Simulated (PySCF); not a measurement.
Start geometry of `Fc1ccno1` from GFN2-xTB (Å):
```
atom  x, y, z in Å
F1     2.327    0.113    0.272
C2     1.035   -0.090    0.129
C3    -0.006    0.782    0.021
C4    -1.107   -0.097   -0.105
N5    -0.728   -1.341   -0.073
O6     0.619   -1.353    0.075
H7     0.013    1.849    0.030
H8    -2.144    0.146   -0.217
```

What comes out of this run: PySCF, PBE0-D3(BJ)/def2-SVP geometry optimisation, gas phase?

```
atom  x, y, z in Å
F1     1.8488   -0.0475    1.4340
C2     0.8201   -0.1468    0.6493
C3     0.0545    0.7872    0.0243
C4    -0.8830   -0.0349   -0.6569
N5    -0.6782   -1.3096   -0.4483
O6     0.4121   -1.3739    0.3884
H7     0.1498    1.8678    0.0488
H8    -1.7110    0.2666   -1.2991
```

The energy falls by 1.0 kcal/mol over 8 energy and gradient evaluations, the largest force component goes from 0.0175 to 2.2e-04 Eh/bohr, and the atoms move by 0.018 Å rms after alignment. The bond that changes most is N5–O6 (pyridine-type nitrogen to ring oxygen), which lengthens by 0.022 Å. Bonds longer at the end by more than 0.005 Å: 5 of 8; shorter: 2. Among the angles that change most is C4–N5–O6, from 107.5° to 105.5°. Rotational constants go from 9818, 3728, 2702 to 9798, 3756, 2715 MHz. The orientation of the end geometry is arbitrary; only internal coordinates are fixed.

The run used 94 basis functions and 58 SCF cycles in all. The run took 22 s wall on one thread of an Arm Neoverse V1, no GPU, on a shared host.

No frequency check.
